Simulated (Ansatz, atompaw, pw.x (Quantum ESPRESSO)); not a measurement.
## aluminium: one change to the PAW (atompaw) potential, in the atom and in the fcc crystal

```json
{
  "Element": "aluminium (Al)",
  "Generator": "atompaw 4.2.0.5",
  "Type": "PAW",
  "Functional": "PBEsol",
  "Relativity": "scalar-relativistic",
  "Frozen core": "[Ne]",
  "Valence charge": "3",
  "Reference configuration": "3s2 3p1",
  "Partial waves": "3s (bound): rc 3.00 bohr; 3s channel at 2.35 Ry: rc 2.25 bohr; 3p (bound): rc 3.00 bohr; 3p channel at 0.65 Ry: rc 3.00 bohr",
  "Local potential": "troulliermartins scheme with l = 2 at 1 Ry, radius 2.90 bohr",
  "Core correction": "smooth core density matched at 1.55 bohr",
  "Augmentation charge": "besselshape compensation charge, radius 2.45 bohr; PAW radius 3.00 bohr; waves and projectors: custom polynom2 7 10 vanderbiltortho"
}
```

Change: local potential troulliermartins scheme with l = 2 at 1 Ry, radius 2.52 bohr.

Cutoffs, loose and tight: the cutoffs (Ry, on a coarse ladder) from which the occupation-weighted sum of valence levels, in a spherical-Bessel basis at the reference potential, stays within 10 and 1 mRy of its value at 400 Ry. They see the waves and projectors alone, not the compensation charge or the core.

Crystal test: fcc Al in pw.x 7.5, no spin, 14³ k-points, Fermi–Dirac smearing 0.01 Ry, cutoffs set for each file from its atomic test. The reference is all-electron LAPW (Ansatz 0.2.0) with the same functional, mesh and smearing; V0 and B0 come from Birch–Murnaghan fits to the pressures at five volumes. Errors are pseudo minus all-electron; Δ is the rms difference of the E(V) curves that follow from these fits, minima aligned, over ±6 % about the mean V0. Mesh and smearing are coarse, so the numbers serve the comparison and aren't converged zero-temperature values; the lattice is a test structure that the element need not adopt.

All-electron: a0 = 4.015 Å (V0 = 16.18 Å³/atom), B0 = 81.2 GPa.

Does the change bring the crystal closer to the all-electron result?

The mean pressure error goes from +3.26 to +2.05 GPa, so the change moves the solid closer to the all-electron pressures.

```
                 quantity       base    changed
           outcome (atom)  generated  generated
     cutoff, loose (atom)       8 Ry       8 Ry
     cutoff, tight (atom)      18 Ry      18 Ry
      bound ghosts (atom)       none       none
     cutoffs in pw.x (Ry)     40/400     40/400
                   a0 (Å)      4.065      4.046
             a0 error (%)      +1.26      +0.79
             B0 error (%)       -3.6       -0.7
             Δ (meV/atom)       10.9        6.9
mean pressure error (GPa)      +3.26      +2.05
```

Base: The largest radius (3.00 bohr) exceeds half the bond length (2.68 bohr), so the spheres overlap, which is one possible source of error among others. This is a poor potential for the solid. The logarithmic derivative shows an extra or strongly shifted pseudo pole above the reference energy (s near 0.70 Ry). Changed file: The largest radius (3.00 bohr) exceeds half the bond length (2.68 bohr), so the spheres overlap, which is one possible source of error among others. This is a poor potential for the solid. The logarithmic derivative shows an extra or strongly shifted pseudo pole above the reference energy (s near 0.62 Ry).
